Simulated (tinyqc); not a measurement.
Stretching all distances: RHF, UHF, MP2, CISD and CCSD against full CI in the sto-6g basis, for CH3+, spin multiplicity 1. Computed by the program tinyqc with PySCF. All coordinates are multiplied by the scale. c0^2 is the weight of the RHF determinant in the lowest singlet FCI state (UHF is spin-contaminated and may lie near states of higher spin) and n(LUMO) the first natural occupation beyond the occupied space.

Geometry (angstrom):

| atom | x | y | z |
|---|---|---|---|
| C | 0.0000 | 0.0000 | 0.0080 |
| H | 1.0090 | 0.0000 | 0.0000 |
| H | -0.5050 | 0.8740 | 0.0000 |
| H | -0.5050 | -0.8740 | 0.0000 |

Full CI energy (hartree) and errors against it (kcal/mol):

| scale | distance 1-2 (angstrom) | E(FCI) | RHF | UHF | MP2 | CISD | CCSD | <S^2> UHF | c0^2 | n(LUMO) |
|---|---|---|---|---|---|---|---|---|---|---|
| 0.950 | 0.959 | -39.12575 | 29.817 | 29.817 | 8.379 | 0.594 | 0.177 | 0.000 | 0.977 | 0.012 |
| 1.100 | 1.110 | -39.21730 | 38.358 | 38.358 | 11.455 | 1.085 | 0.286 | 0.000 | 0.965 | 0.020 |
| 1.240 | 1.251 | -39.19975 | 48.563 | 48.563 | 15.250 | 1.934 | 0.485 | 0.000 | 0.948 | 0.031 |
| 1.390 | 1.403 | -39.13121 | 62.165 | 62.165 | 20.454 | 3.544 | 0.903 | 0.000 | 0.921 | 0.052 |
| 1.540 | 1.554 | -39.04395 | 78.823 | 78.823 | 26.987 | 6.298 | 1.722 | 0.000 | 0.881 | 0.086 |
| 1.680 | 1.695 | -38.96202 | 97.384 | 91.783 | 34.386 | 10.401 | 3.142 | 0.666 | 0.828 | 0.137 |
| 1.830 | 1.847 | -38.88362 | 120.694 | 83.518 | 43.668 | 17.051 | 5.841 | 1.378 | 0.753 | 0.222 |
| 1.970 | 1.988 | -38.82404 | 145.612 | 68.302 | 53.256 | 25.822 | 9.939 | 1.681 | 0.664 | 0.338 |
| 2.120 | 2.139 | -38.77651 | 175.149 | 53.155 | 63.591 | 38.004 | 16.254 | 1.833 | 0.554 | 0.495 |

What does the comparison show, and why?

UHF parts from RHF first at scale 1.68 of those listed, where <S^2> leaves zero. The weight c0^2 goes from 0.98 to 0.55 and n(LUMO) from 0.01 to 0.49: static correlation grows as the bonds break into open-shell fragments. The spread of the error along the curve, which distorts its shape, is CCSD 16.1, CISD 37.4, MP2 55.2, UHF 62.0, RHF 145.3 kcal/mol.
